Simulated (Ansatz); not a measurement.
A made-up structure of HS2O (charge -1), singlet:

```json
{"atom": "O1", "x (Å)": "-0.3719", "y (Å)": "0.6324", "z (Å)": "0.8429"}
{"atom": "S2", "x (Å)": "-1.7334", "y (Å)": "-0.0680", "z (Å)": "0.7544"}
{"atom": "S3", "x (Å)": "0.7727", "y (Å)": "0.3286", "z (Å)": "-0.9035"}
{"atom": "H4", "x (Å)": "1.3327", "y (Å)": "-0.8930", "z (Å)": "-0.6938"}
```

It is relaxed with PBE-D4/def2-SVPD and then PBE0-D4/def2-TZVPD (Ansatz 0.2.0). Atoms count as bonded within 1.22 times the sum of their covalent radii (H–H: 0.88 Å). The end point is not checked to be a true minimum.

Does its bonding change? (Judge from chemistry; the calculation decides.)

Computed: Yes. Formed: O1–S3; broken: none.

Where it ends: The first stage lowers the energy by 0.49 eV in 12 steps. It ends as HS₂O ([S][O][SH]), total charge -1:
```xyz
4
angstrom
O -0.1470 0.6740 0.5882
S -1.6578 -0.2067 0.7356
S 0.7347 0.4184 -0.7540
H 1.0701 -0.8857 -0.5699
```

Labels in which every atom is bracketed show which atoms are joined, not bond orders.

For scale, one of the runs: PBE0-D4/def2-TZVPD relaxation, 141 basis functions, launched by `ansatz run in.yaml --threads 2 --pin off --events-out ev --progress --plain --max-ram 4352MiB`. The run took about 18 s on 2 CPU threads of an AMD EPYC 7R13 (shared host).
